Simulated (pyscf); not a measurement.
Optimised with ωB97X-D3(BJ)/def2-SVP in PySCF. MP2 and CC: frozen core, UHF for open shells. ΔMP2 is the change of the MP2 total energy from the triple- to the quadruple-zeta basis.

### Question
Estimate the classical barrier height and the reaction energy of H₃C–BH–F → B–F [singlet] + methane (CH₄) at CCSD/def2-TZVPP. The step runs on the singlet surface, breaks B–C, B–H and forms C–H; take the reactant's lowest minimum found as zero.

### Answer
ΔE‡ = 106.7 kcal/mol, ΔE = +47.8 kcal/mol. CCSD(T)/def2-TZVPP + ΔMP2(QZVPP) gives 103.8 kcal/mol and +48.5 kcal/mol. Zero-point energy shifts the barrier by -2.9 kcal/mol. It is a 1,1-elimination, with an imaginary mode of 1658i cm⁻¹. One saddle was located; it need not be the lowest between these sides. The CCSD(T) − MP2 part came from Ansatz, without density fitting, on the same reference.
